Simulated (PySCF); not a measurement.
Compound: P4.
Bonds: P1–P2, P2–P3, P3–P4, P1–P3, P1–P4, P2–P4.

Computed, not measured: PBE0-D3(BJ)/def2-SVP geometry optimisation, gas phase (PySCF 2.14.0).

(1) List the bond lengths and angles at this level.

## Answers

(1) 
```tsv
bond	length (Å)
P1–P2 and 5 like bonds	2.201
```

Bonds in one row agree within 0.01 Å and their mean is given. A selection of angles:
```tsv
angle	degrees
P2–P1–P3	60.0
```

All 6 P–P bonds measure 2.200 to 2.202 Å. All internal angles of the 3-membered ring P1–P3–P4 are 60.0°. P1 (ring phosphorus) is pyramidal (angles 60.0°, 60.0° and 60.0°, sum 180.0°, 1.80 Å off the plane of its three neighbours). All internal angles of the 3-membered ring P1–P2–P4 are 60.0°. All internal angles of the 3-membered ring P1–P2–P3 are 60.0°. All internal angles of the 3-membered ring P2–P3–P4 are 60.0°.

Point group: Td (every atom within 0.08 Å of its image). Not checked by PBE0-D3(BJ)/def2-SVP frequencies.
